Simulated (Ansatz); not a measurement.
Reaction (substitution at a C–C bond): `N=C(F)CO` + CH₃NH₂ → `CNCO` + `N=CF`

Program: Ansatz. Geometries: PBE0-D4/def2-TZVP. ΔE: electronic, gas phase. CCSD(T)/CBS adds triple-zeta CCSD(T) − MP2 to the extrapolated MP2 energy (def2 sets, frozen cores). This one scheme is used for every species. Functionals use def2-TZVPP. B3LYP here is the variant with VWN-RPA as its local correlation; programs differ in this. One conformer a species, not always the lowest.

Question: Is it downhill or uphill in electronic energy at CCSD(T)/CBS, and by how much? (Estimate.)

Answer: Ansatz gave: Uphill: ΔE = +0.26 eV.

Question: What do these levels give: LDA (SPW92), B97M-V, BHLYP-D4, CAM-B3LYP-D4, B3LYP, BHLYP, CAM-B3LYP, LC-ωPBE, CCSD/def2-SVP, CCSD(T)/def2-SVP, SCS-MP2/def2-TZVPP, MP2/def2-QZVPP? (Estimate.)

Answer: Computed: LDA (SPW92) 0.26, B97M-V 0.29, BHLYP-D4 0.26, CAM-B3LYP-D4 0.25, B3LYP 0.25, BHLYP 0.26, CAM-B3LYP 0.25, LC-ωPBE 0.29, CCSD/def2-SVP 0.19, CCSD(T)/def2-SVP 0.19, SCS-MP2/def2-TZVPP 0.23, MP2/def2-QZVPP 0.26 eV.

Largest T1 diagnostic among the species: 0.013.

At CCSD(T), def2-SVP lies −0.07 eV from the extrapolated value and def2-TZVPP −0.02 eV. Leaving LDA and LC-ωPBE aside and taking each functional with its dispersion term where it has one, the values, not all of them listed here, spread over 0.06 eV, from BLYP-D4 to B97M-V.
